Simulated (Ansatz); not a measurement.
AlH2(CN) (CH2AlN), 5 atoms. Hardware: 4 threads of Arm Neoverse V1 on a shared host.

Correlated methods freeze 7 core orbitals.

Task: How many basis functions does each of these Ansatz runs have, and roughly what does it cost? MP2/def2-TZVP, charge 0 singlet, energy, from earlier orbitals; BHLYP-D4/def2-TZVP, charge 0 singlet, energy, from earlier orbitals; PBE-D4/def2-SVP, charge 0 singlet, energy, from earlier orbitals; HF/6-31G, charge 0 singlet, energy; r2SCAN-D4/def2-TZVP, charge 0 singlet, relaxation, 4 steps; r2SCANh-D4/def2-TZVP, charge 0 singlet, energy, from earlier orbitals; B97M-V/def2-TZVP, charge 0 singlet, energy, from earlier orbitals; PBE-D4/def2-TZVP, charge 0 singlet, energy, from earlier orbitals; CCSD(T)/def2-TZVPP, charge 0 singlet, energy, from earlier orbitals; PBE0-D4/def2-TZVP, charge 0 triplet at the geometry of the charge 0 singlet, energy; PBE0-D4/def2-TZVP, charge 0 singlet, energy and forces, from earlier orbitals; r2SCAN-D4/def2-TZVP, charge 0 triplet at the geometry of the charge 0 singlet, energy, from earlier orbitals.

Result: Other jobs shared the machine, so times can vary by a factor of up to 3. A dash marks memory too small to be measured apart from the calling script's.

```
                                                                                                         run  functions  fitting or Cholesky vectors  wall time  peak host memory (GiB)
                                                                          HF/6-31G, charge 0 singlet, energy         35                          461      0.1 s                       –
                                            PBE-D4/def2-SVP, charge 0 singlet, energy, from earlier orbitals         56                          639      0.3 s                       –
                                              MP2/def2-TZVP, charge 0 singlet, energy, from earlier orbitals        111                          723      0.4 s                       –
                                           PBE-D4/def2-TZVP, charge 0 singlet, energy, from earlier orbitals        111                          682     0.55 s                       –
                                         BHLYP-D4/def2-TZVP, charge 0 singlet, energy, from earlier orbitals        111                          770      0.6 s                       –
                               PBE0-D4/def2-TZVP, charge 0 singlet, energy and forces, from earlier orbitals        111                          702      0.9 s                       –
                                       r2SCANh-D4/def2-TZVP, charge 0 singlet, energy, from earlier orbitals        111                          682      1.3 s                       –
                         PBE0-D4/def2-TZVP, charge 0 triplet at the geometry of the charge 0 singlet, energy        111                          702      1.4 s                       –
                                           B97M-V/def2-TZVP, charge 0 singlet, energy, from earlier orbitals        111                          682      1.9 s                       –
r2SCAN-D4/def2-TZVP, charge 0 triplet at the geometry of the charge 0 singlet, energy, from earlier orbitals        111                          682      2.6 s                       –
                                         CCSD(T)/def2-TZVPP, charge 0 singlet, energy, from earlier orbitals        132                          797      3.4 s                    0.63
                                                  r2SCAN-D4/def2-TZVP, charge 0 singlet, relaxation, 4 steps        111                          682      3.4 s                       –
```
